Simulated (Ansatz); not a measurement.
## Relaxing Cs3Nb

All numbers below come from DFT PBE, scalar-relativistic, plane waves, PAW in Ansatz 0.2.0. Cutoff 420 eV, Γ-centred k mesh, Gaussian smearing, no spin polarisation in the final step.

A relaxed cell is given with its space group left out.

```
CELL_PARAMETERS angstrom
-3.15737 3.15737 5.54972
3.15737 -3.15737 5.54972
3.15737 3.15737 -5.54972
ATOMIC_POSITIONS crystal
Cs 0.50000 0.50000 0.00000
Cs 0.25000 0.75000 0.50000
Cs 0.75000 0.25000 0.50000
Nb 0.00000 0.00000 0.00000
```

Energies over the elements count from the elements' standard structures at the same level, with no empirical corrections.

What space group does it have?

I4/mmm (No. 139). Conventional cell: a = 6.315 Å, c = 11.099 Å. Cs on Wyckoff site b (1 atom of the primitive cell) has 8 Cs at 4.20 Å and 4 Nb at 4.47 Å; Cs on Wyckoff site d (2 atoms of the primitive cell) has 4 Cs at 4.20 Å, 4 Nb at 4.20 Å and 4 Cs at 4.47 Å; around Nb lie 8 Cs at 4.20 Å and 4 Cs at 4.47 Å.

What is its formation energy per atom?

1.58 eV/atom.

Is it a metal?

Yes, bands cross the Fermi level on the 10×10×10 mesh.

The final run used a 10×10×10 mesh on its 4-atom cell and 0.10 eV smearing. For metals, differences of a few meV/atom aren't resolved. The cell came from a trial start, so Cs3Nb may not exist in this structure.

Cost: 3 runs of about 10 core-minutes in all, on Intel Xeon Platinum 8259CL (Skylake/Cascade Lake) (shared hosts).